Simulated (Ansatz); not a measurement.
# 1T (CdI2-type) CdI2

Computed with PBE0-D3(BJ) in Ansatz (PAW).

Cell: relaxed with PBE-D3(BJ): a = 4.242 Å, b = 4.242 Å, c = 6.824 Å, α = 90.00°, β = 90.00°, γ = 120.00°.

```
Quantity                        Result
-------------------------  -----------
interlayer binding energy  16.5 meV/Å²
```

Spin–orbit coupling is not included.

The computed numbers hold no vibrational or temperature effects.

Ansatz is an electronic-structure program.
